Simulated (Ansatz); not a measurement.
# CH2N+ (triplet): the correlation ladder, def2-TZVPP

An exercise on one series of results from a longer session: the logs are not shown, and one member is left open.

Program: Ansatz 0.2.0, Gaussian basis. Level of theory: def2-TZVPP, core rule «outside noble gas», up to 2 orbitals frozen. These are calculated values, not measurements.

To be run: UHF; ROHF; CCSD(T) on UHF.

**The system**

The geometry is a PBE0/def2-TZVP stationary point (not a proven minimum) of the parent state, kept for this charge and spin.

4 atoms, charge 1, spin multiplicity 3.

Atoms are counted from 1 here; the program's logs count them from 0.

Bond lengths: N1–C2 1.483 Å, C2–H3 1.088 Å, C2–H4 1.088 Å. Angles: N1–C2–H3 115.8°, N1–C2–H4 115.8°, H3–C2–H4 117.5°.

The first run:

The input, in.yaml:

```yaml
crystal:
  periodic: [false, false, false]
  atoms:
    - {symbol: N, position_ang: [-0.031501, 0.000001, 0.775533]}
    - {symbol: C, position_ang: [0.070814, -0.000001, -0.703585]}
    - {symbol: H, position_ang: [-0.203041, -0.930186, -1.196548]}
    - {symbol: H, position_ang: [-0.203042, 0.930183, -1.196550]}
basis:
  gaussian: {orbitals: def2-TZVPP}
total_charge: 1
magnetization: {spin_polarized: true, initial_magnetization: 2}
hamiltonian: {xc: hf}
output: {orbitals: {seedname: orbitals}}
```

Command:

```
$ ansatz run in.yaml --threads 1 --pin off --events-out ev --progress --plain --max-ram 2560MiB --backend cpu
```

Among the steps run: UHF; ROHF; CCSD(T) on UHF.

One of the session's tables, all rows but one given; the rest of the session is left out.

It belongs to the step «Misses and costs». 

```
  method  from UCCSD(T) (meV)
    ROHF                    ?
     UHF              +8141.1
    UMP2              +1289.6
   UCCSD               +298.0
UCCSD(T)                    0
```

**Question.** Estimate the row for ROHF.

**Answer.** from UCCSD(T) (meV): +8336.9. In the column «from UCCSD(T) (meV)» it is the highest.
